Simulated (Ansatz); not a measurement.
```yaml
crystal:
  periodic: [false, false, false]
  atoms:
    - {symbol: P, position_ang: [-0.617011, 0.369833, -1.044999]}
    - {symbol: P, position_ang: [-0.409869, -1.054940, 0.573241]}
    - {symbol: P, position_ang: [-0.369613, 1.118107, 1.031721]}
    - {symbol: P, position_ang: [1.396484, -0.432999, -0.559962]}
basis:
  gaussian: {orbitals: cc-pVTZ, nuclear_model: gaussian}
total_charge: -1
magnetization: {spin_polarized: true, initial_magnetization: 1}
hamiltonian: {xc: {name: B2GP-PLYP}}
output: {forces: true}
```

```sh
$ ansatz run in.yaml --threads 4 --pin off --events-out ev --progress --plain --max-ram 3916MiB
```

Output, abridged:

```
Functional definition: B2GP-PLYP
811 factors; integrals over basis functions are off by at most 4.5e-4 eV
mean field evaluation 1: about -37131.1517 eV, gradient 1.1e1 eV
mean field evaluation 2: about -37131.6369 eV, gradient 1.2e1 eV
mean field evaluation 4: about -37132.8166 eV, gradient 1.5e0 eV
mean field evaluation 8: about -37132.8628 eV, gradient 8.0e-2 eV
mean field evaluation 16: about -37132.8630 eV, gradient 1.9e-3 eV
mean field evaluation 32: about -37131.8369 eV, gradient 5.7e0 eV
mean field -37132.86301497 eV, -1364.6075462414 hartree, gradient 4.5e-6 eV, S^2 0.769133; 2 other end points of the search recorded, 0 dependent functions left out
20 core orbitals not correlated: weight in the atoms' cores, before any rotation towards them, 1.000 or more for the frozen orbitals, at most 0.000 for the correlated occupied ones
reference -37132.86311904 eV, -1364.6075500661 hartree; 11, 10 occupied and 105, 106 virtual orbitals, 811 factors
second order -19.36266914 eV of doubles, -0.00000000 eV of singles
Total energy: -37139.83367993 eV, -1364.8637134540 hartree
Atom 0 at    -0.617011     0.369833    -1.044999 Å, force    -0.019763     0.013529    -0.035293 eV/Å
Atom 1 at    -0.409869    -1.054940     0.573241 Å, force    -0.012783    -0.035243     0.020341 eV/Å
Atom 2 at    -0.369613     1.118107     1.031721 Å, force     0.052887    -0.021344    -0.025457 eV/Å
Atom 3 at     1.396484    -0.432999    -0.559962 Å, force    -0.020340     0.043058     0.040409 eV/Å
Dipole moment:    -0.141438    -0.094364    -0.064978 e Å
```

It took 11 s on 4 threads of Arm Neoverse V1 on a shared host.

Correlated methods freeze 20 core orbitals. The highest occupied level of an anion often lies above zero with these methods, and sets without diffuse functions describe the outer electron poorly.

The dipole of an ion depends on the origin.
